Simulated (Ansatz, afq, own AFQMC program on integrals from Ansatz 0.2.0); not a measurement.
Two steps: Ansatz 0.2.0 writes the Fock matrix and Cholesky factors of the valence space, and afq projects on them the lowest state that overlaps trial and start.

```yaml
crystal:
  periodic: [false, false, false]
  atoms:
    - {symbol: C, position_ang: [-0.889365, 0.332830, -1.170271]}
    - {symbol: C, position_ang: [0.380764, -0.035208, -0.494477]}
    - {symbol: C, position_ang: [1.119967, 0.942213, 0.344341]}
    - {symbol: H, position_ang: [-1.425075, -0.547549, -1.556228]}
    - {symbol: H, position_ang: [-1.570096, 0.875820, -0.490882]}
    - {symbol: H, position_ang: [-0.721488, 1.008528, -2.035534]}
    - {symbol: H, position_ang: [0.892984, -0.951654, -0.805372]}
    - {symbol: H, position_ang: [0.444513, 1.483987, 1.029987]}
    - {symbol: H, position_ang: [1.904225, 0.461964, 0.948718]}
    - {symbol: H, position_ang: [1.621171, 1.722271, -0.266982]}
basis:
  gaussian: {orbitals: def2-TZVP}
magnetization: {spin_polarized: false, initial_magnetization: 1}
correlation: {method: ccsd_t, electrons: outside_noble_gas, hamiltonian_folder: ham}
```

```sh
$ ansatz run in.yaml --threads 2 --pin off --events-out ev --progress --plain --max-ram 49920MiB --backend cuda --devices 0, --max-vram 37GiB
```

Options of the walk:

```
--method phaseless --trial hf --walkers 600 --populations 10 --least-time 40 --time-step 0.005 --steps-per-block 20 --equilibration-blocks 224 --max-blocks 4000 --target-error 0.0013 --factor-cut 1e-05 --start spin_pure --seed 7218 --taylor-order 6
```

Times are imaginary, in 1/Eh. The walk had a cap of 288 s. With eight or more populations the least sampling time is a fifth of least-time, and the error comes from their spread.

Output of the walk:

```
orbitals 132  electrons 10 9  factors 938 of 938
reference energy -117.67387014 Eh
CCSD correlation -0.53593471 Eh in 11 cycles, weight of the determinant in the CISD state 0.8322
energy of the start -117.673872 Eh
 block  time / (1/Eh)  mean weight  energy / Eh
     1     0.100  1.0039  -117.825905
     2     0.200  1.0025  -117.927511
     3     0.300  1.0043  -117.993515
     4     0.400  1.0047  -118.047770
     5     0.500  1.0033  -118.086193
     8     0.800  1.0011  -118.156441
    17     1.700  1.0015  -118.214505
    65     6.500  0.9993  -118.235640
   113    11.300  0.9990  -118.235716
   161    16.100  1.0004  -118.228996
   209    20.900  1.0013  -118.247985
   257    25.700  0.9999  -118.211213
   305    30.500  1.0007  -118.226173
   321    32.100  0.9998  -118.201058
   353    35.300  0.9985  -118.252892
   401    40.100  1.0002  -118.242651
   449    44.900  1.0014  -118.227758
   497    49.700  0.9991  -118.233496
   545    54.500  0.9999  -118.237015
   593    59.300  0.9995  -118.239191
   641    64.100  0.9997  -118.218986
error from the spread of 10 populations
energy -118.233256 +/- 0.001236 Eh
(rows thinned)
```

The run passed its tests (sampling time, drift between the halves within three errors, error under three times the target), which doesn't prove that it has relaxed.

Against this walk (error 33.6 meV) on the same determinant: CCSD(T) 129.4 meV higher, the released energy of a separate walk with a CISD trial 85.7 ± 35.1 meV higher, a separate phaseless walk with a CISD trial and standard settings 95.3 ± 34.4 meV higher. The error is statistical and leaves out the bias of the constraint.

Cautions: constraint bias not in the error.

The walk took 58 s on 1 × NVIDIA H100 80GB HBM3 with 4 threads of AMD EPYC 7R13 Processor (Zen 3), on a shared host (the card was shared). The log's last line is the phaseless energy.
